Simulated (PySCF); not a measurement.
SMILES CCC, singlet, GFN2-xTB optimised geometry.

```
11

C      1.39    -0.47     0.00
C     -0.13    -0.47     0.00
C     -0.69     0.94     0.00
H      1.78    -1.49     0.00
H      1.77     0.04    -0.88
H      1.77     0.04     0.88
H     -0.49    -1.00    -0.88
H     -0.49    -1.00     0.88
H     -0.35     1.49     0.88
H     -0.36     1.49    -0.88
H     -1.78     0.93     0.01
```

Density from B3LYP/def2-TZVP (PySCF) at that geometry.

Minimum of the electron density along straight lines between bonded atoms, close to the bond critical point (lines longer than 1.1 times the sum of covalent radii, or with two minima, are not listed):

| bond | length / Å | ρ at the minimum / e bohr⁻³ | ∇²ρ there / e bohr⁻⁵ | position (fraction from the first atom) |
|---|---|---|---|---|
| C1–C2 | 1.524 | 0.248 | -0.62 | 0.50 |
| C2–C3 | 1.524 | 0.248 | -0.62 | 0.50 |
| C1–H4 | 1.088 | 0.281 | -0.96 | 0.64 |
| C1–H5 | 1.088 | 0.280 | -0.96 | 0.64 |
| C1–H6 | 1.088 | 0.280 | -0.96 | 0.64 |
| C2–H7 | 1.092 | 0.280 | -0.96 | 0.64 |
| C2–H8 | 1.092 | 0.280 | -0.96 | 0.64 |
| C3–H9 | 1.088 | 0.280 | -0.96 | 0.64 |
| C3–H10 | 1.088 | 0.280 | -0.96 | 0.64 |
| C3–H11 | 1.088 | 0.281 | -0.97 | 0.64 |
